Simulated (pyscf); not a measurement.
Single points on ωB97X-D3(BJ)/def2-SVP structures (PySCF, gas phase).

Cl–GeH₂–GeH₃ + H₂ → H₃Ge–GeH₃ + HCl
Surface: singlet. Broken: Cl–Ge, H–H. Formed: Ge–H, Cl–H. Give ΔE‡ and ΔE from PBE/def2-TZVP, relative to the separated reactants.

ΔE‡ = 44.3 kcal/mol, ΔE = +11.9 kcal/mol. ωB97M-D3(BJ)/def2-TZVP gives 49.4 kcal/mol and +11.8 kcal/mol. Zero-point energy shifts the barrier by +2.4 kcal/mol. It is a four-centre exchange, with an imaginary mode of 866i cm⁻¹. At the saddle there is also a short Ge–H contact that neither side keeps. One saddle was located; it need not be the lowest between these sides. Elements up to Kr have no core potential and no relativistic terms here.
